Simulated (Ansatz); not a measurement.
Al$_{3}$H (H-bridged), triplet in cc-pVDZ: errors against RCCSDT(Q)

Geometry: displaced at random from a stationary point.

```yaml
atoms:
  - { symbol: Al, position_ang: [0.0834, 0.5696, 1.9381] }
  - { symbol: Al, position_ang: [-0.0815, -1.1393, 0.0064] }
  - { symbol: Al, position_ang: [-0.0049, 0.5455, -1.9451] }
  - { symbol: H, position_ang: [0.0783, 0.6470, 0.0164] }
```

Basis cc-pVDZ; Ansatz 0.2.0. Correlated methods freeze the noble-gas cores, which leaves 10 electrons in 44 orbitals. R marks a restricted (for open shells ROHF) determinant, U an unrestricted one.

Full CI isn't at hand for all of this; RCCSDT(Q) serves as the reference, and is uncertain by the last step of the cluster series or more. The frozen core follows each run's orbitals, which can shift R against U totals by a few meV.

Unrestricted rows (U) aren't spin-pure: their determinants' ⟨S²⟩ exceeds S(S+1) by up to 0.24, so they mix in states of higher spin. For open shells CISD is restricted-active-space CI with the open shells as a complete middle space.

The UHF ⟨S²⟩ is 2.241. The T1 diagnostic (RCCSD) is 0.0334 and the largest doubles amplitude (RCCSD) is 0.076. The T1 diagnostic (UCCSD) is 0.0527.

```csv
level,E − E(RCCSDT(Q)) (kcal/mol),share of correlation (%),wall time
RHF,139.92,0.00,–
UHF,132.64,5.20,–
RMP2,33.62,75.97,–
UMP2,38.72,72.33,–
CISD,24.01,82.84,7 s
RCCSD,9.55,93.17,–
UCCSD,9.23,93.40,–
RCCSD(T),2.06,98.53,13 s
UCCSD(T),2.26,98.39,12 s
BCCD(T),2.07,98.52,13 s
RCCSDT,0.69,99.51,–
UCCSDT,0.62,99.56,–
UCCSDT(Q),-0.06,100.04,2.1 min
```

The correlation energy at RCCSDT(Q), counted from RHF, is -6.068 eV. That run took 2.3 min on 1 thread of Arm Neoverse N1, shared host.

Times hold each run's SCF and search for its determinant on a shared host, so for small cases they say little of a method's own cost; they ran on 1 thread of Arm Neoverse N1.
